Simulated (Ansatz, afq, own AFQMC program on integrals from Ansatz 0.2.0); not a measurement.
AlCCl, triplet: AFQMC among the cluster methods

```yaml
atoms:
  - { symbol: Al, position_ang: [0.3825, 0.0000, 1.1052] }
  - { symbol: C, position_ang: [-1.2470, 0.0000, 0.0429] }
  - { symbol: Cl, position_ang: [0.1314, 0.0000, -0.8556] }
```

Connectivity, by distances: Al–C–Cl, closed to a ring.

Basis cc-pVDZ. Only valence electrons are correlated. Ansatz 0.2.0 and our own AFQMC program on the same integrals; the CISD trial comes from CCSD amplitudes, and released means the phaseless constraint is let go. Free AFQMC starts from the CCSD state and is never constrained. Its projection time is finite, and what remains of the start isn't in its error. Uncertainties: one standard error, sampling alone.

Determinant: UHF, the one that the program's search chose, which needn't be the lowest solution. The geometry is a point of a scan.

No full CI on the walks' own integrals is used here; CCSDT(Q) serves as the reference and is uncertain by about the last step of the cluster series.

Cautions: lower spins were not checked; the determinant is a saddle point among determinants of its kind; the ph-AFQMC/HF walk drifts between its halves (2.3 errors).

```
T1 diagnostic                               : 0.0251
weight of the determinant in the CISD state : 0.835
⟨S²⟩ of the determinant                     : 2.042
size of the correlated space                : 14 electrons in 39 orbitals
```

Reference: CCSDT(Q), correlation energy -8.604 eV. The released energy is read at 2.40 1/Eh (meV from the phaseless value at times in 1/Eh: 17 ± 14 at 0.24, 9 ± 13 at 0.51, -15 ± 17 at 0.99, -19 ± 18 at 1.62, -27 ± 30 at 2.40).

```tsv
level	E − E(reference) (mEh)	share of correlation (%)
HF	316.20	0.00
MP2	47.80	84.88
CCSD	12.13	96.16
CCSD(T)	2.08	99.34
CCSDT	0.82	99.74
ph-AFQMC/HF	1.02 ± 2.52	99.68
ph-AFQMC/CISD	0.76 ± 0.76	99.76
released AFQMC	-0.25 ± 1.10	100.08
free AFQMC	0.91 ± 0.93	99.71
```

Free projections are given only where their last times agree within the noise and don't stop above the reference; a slow remainder of the start can still hide under it. A walk keeps the symmetry of its determinant, which the program's search chose and which needn't be the lowest solution, so a lower state of the same spin and another symmetry isn't excluded. Released energies are given only where the last usable release times agree within the noise; a slower fall can still hide under it.
